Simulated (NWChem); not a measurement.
## Correlation energy of CN

SMILES: [C]#N
```xyz
2

C      0.0000     0.0000     0.6303
N      0.0000     0.0000    -0.5403
```
Charge 0, spin multiplicity 2.

Program: NWChem. The geometry was optimised at UB3LYP/def2-SVP, a minimum by its harmonic frequencies.

Basis set: def2-TZVP. Each correlation energy counts from its own Hartree-Fock reference.

| method | correlation energy (mHa) | remark |
|---|---|---|
| UMP2 | -273.4 | spin-contaminated |
| SCS-UMP2 | -262.3 | spin-contaminated |
| CCSD on UHF | -311.4 | spin-contaminated |
| CCSD[T] on UHF | -333.5 | spin-contaminated |
| CCSD(T) on UHF | -329.7 | spin-contaminated |
| CCSD on ROHF | -328.9 | large amplitudes |
| CCSD[T] on ROHF | -353.4 | large amplitudes |
| CCSD(T) on ROHF | -349.3 | large amplitudes |

The values span 91.1 mHa, from CCSD[T] on ROHF (lowest) to SCS-UMP2 (highest). 

The correlated methods keep 2 core orbitals frozen. The structure started from a generated list of species. The unpaired electrons of the parent sit in orbitals of symmetry a1 (C2v labels of the run); other states weren't searched. No SCF solution was tested for a lower state. Open-shell Hartree-Fock references start from PBE0 orbitals. Coupled-cluster values serve here as a point of comparison, not as the truth.
